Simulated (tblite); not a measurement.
C5H11P.
Z-matrix (Å and degrees, GFN2-xTB geometry), rows numbered from 1:
```
C 
C   1  1.5263
C   2  1.5286  1  110.71
C   2  1.5130  1  110.61  3   121.68
C   4  1.5003  2  120.16  1   156.50
P   5  1.8493  4   66.19  2  -113.34
H   1  1.0884  2  110.28  3  -178.56
H   1  1.0879  2  110.30  3   -58.92
H   1  1.0874  2  110.68  3    61.11
H   2  1.0971  1  108.75  3  -119.26
H   3  1.0876  2  110.68  1   179.61
H   3  1.0875  2  110.37  1   -60.04
H   3  1.0878  2  110.22  1    59.72
H   4  1.0874  2  113.16  1   -61.85
H   5  1.0815  4  117.95  6   109.57
H   5  1.0824  4  117.77  6  -108.31
H   6  1.4018  4   94.69  5   -92.04
```

All values are computed: GFN2-xTB (tblite) harmonic vibrations without scaling, gas phase. Errors from tens to a few hundred cm⁻¹ against measured bands are possible. Modes of hydrogen on phosphorus can be 10 to 20 % off. One conformer, not necessarily the lowest.

Harmonic wavenumbers (cm⁻¹): 74.7, 163.8, 201.3, 218.3, 275.7, 319.3, 404.6, 465.3, 630.6, 695.9, 747.8, 834.4, 839.8, 922.7, 947.4, 955.9, 976.7, 987.4, 1007.6, 1046.9, 1140.7, 1152.5, 1168.6, 1200.6, 1261.4, 1310.1, 1360.8, 1405.1, 1417.2, 1419.8, 1491.8, 1495.8, 1501.8, 1506.1, 2233.3, 2909.4, 2995.1, 3024.2, 3030.2, 3032.7, 3034.1, 3038.6, 3039.8, 3046.9, 3062.1.

A = 4972, B = 1891, C = 1487 MHz; mass 102.060 u (most abundant isotopes); point group C1, symmetry number 1.

Task: What is the zero-point energy?

Result: Half the sum of the wavenumbers: 31997 cm⁻¹ = 91.48 kcal/mol.

Task: Entropy at 298.15 K, 1 bar (ideal gas, RRHO, classical rotation)?

Result: Translation 39.80, rotation 27.53, vibration 17.61: S = 85.0 cal/(mol K).

Task: And Cp and H(298.15 K) − H(0)?

Result: Cp = 30.11 cal/(mol K), of which vibrations give 22.16 (their classical limit is 45 R = 89.4); H(298.15 K) − H(0) = 5.40 kcal/mol without the zero-point energy, 3.03 from vibrations.

Task: How do the functions run with temperature in this model?

Result: 
| T (K) | S (cal/(mol K)) | Cp (cal/(mol K)) | H − H(0) (kcal/mol) | G − H(0) (kcal/mol) | ln q(vib) |
| --- | --- | --- | --- | --- | --- |
| 100 | 62.5 | 14.4 | 1.05 | -5.20 | 0.65 |
| 200 | 74.7 | 21.8 | 2.86 | -12.09 | 2.13 |
| 300 | 85.1 | 30.3 | 5.45 | -20.09 | 3.79 |
| 500 | 104.6 | 46.8 | 13.23 | -39.09 | 7.39 |
| 800 | 130.6 | 63.5 | 30.00 | -74.48 | 13.02 |
| 1000 | 145.6 | 70.9 | 43.47 | -102.13 | 16.67 |

q(vib) and H(0) count from the zero-point level.

Task: What must be added to the electronic energy to get the Gibbs energy at 298.15 K and 1 bar?

Result: ZPE + [H(298.15 K) − H(0)] − T·S = 91.48 + 5.40 − 25.33 = 71.55 kcal/mol.

Task: Which modes carry the vibrational entropy at 298.15 K?

Result: 74.7 cm⁻¹: 4.03; 163.8 cm⁻¹: 2.51; 201.3 cm⁻¹: 2.12; 218.3 cm⁻¹: 1.97; 275.7 cm⁻¹: 1.56; 319.3 cm⁻¹: 1.31 cal/(mol K); the other 39 give 4.11 together.

Task: Blend soft modes into free rotors: weight 1/[1 + (100 cm⁻¹/ν̃)⁴] for the oscillator and the rest for a rotor with moment μB/(μ + B), μ = h/(8π²ν), B = 10⁻⁴⁴ kg m². What vibrational entropy results?

Result: 16.94 cal/(mol K) in place of 17.61, which changes −T·S at 298.15 K by +0.20 kcal/mol.

Hindered rotation and anharmonicity are outside this model. Other conformers, if any are populated, would add a mixing term that is left out. The structure is chiral; the term R ln 2 for an equal mix with its mirror image is left out.
